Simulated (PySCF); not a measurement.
These 2 structures share the formula [C5H12P]+ (charge +1). Computed with PySCF, PBE0-D3(BJ)/def2-SVP geometry optimisation, gas phase. Energies are electronic, without zero-point or thermal terms, for one conformer each. No frequencies were run at this level. Point groups hold within 0.08 Å.

**Question.** Order them by energy at this level, lowest first, and give relative energies in kJ/mol.
A. `[CH3:1]/[CH:2]=[CH:3]/[PH2+:4][CH2:5][CH3:6]` (charge +1) with C2–C3–P4–C5 -121°, C3–P4–C5–C6 -178°
B. `C[C@@H]1C[P+]1(C)C`

**Answer.** B (0.0), A (34.2).

As drawn, the lower has a three-membered ring, which the higher lacks.

```
            SMILES      E (Eh)  E rel (kJ/mol)  dipole about centre of mass (D)  point group       A, B, C (MHz)
C[C@@H]1C[P+]1(C)C  -538.25001             0.0                             1.54           C1    3982, 2219, 1831
    C/C=C/[PH2+]CC  -538.23697            34.2                             0.89           C1  10965, 1010, 985.3
```

**Question.** How do the relative energies change in single points at PBE0/pcSseg-1 (no added dispersion term) on the same geometries?

**Answer.** 
```tsv
SMILES	PBE0-D3(BJ)/def2-SVP (kJ/mol)	PBE0/pcSseg-1 (kJ/mol)	shift
C[C@@H]1C[P+]1(C)C	0.0	0.0	0.0
C/C=C/[PH2+]CC	34.2	28.7	-5.5
```

Each column counts from its own lowest isomer. The order is unchanged; the largest shift is 5.5 kJ/mol.

**Question.** As an exercise, what shares would exp(−E/RT) give at 2000 K from these electronic energies alone (no entropy, no degeneracies)?

**Answer.** RT = 16.629 kJ/mol: C[C@@H]1C[P+]1(C)C 88.7 %, C/C=C/[PH2+]CC 11.3 %.
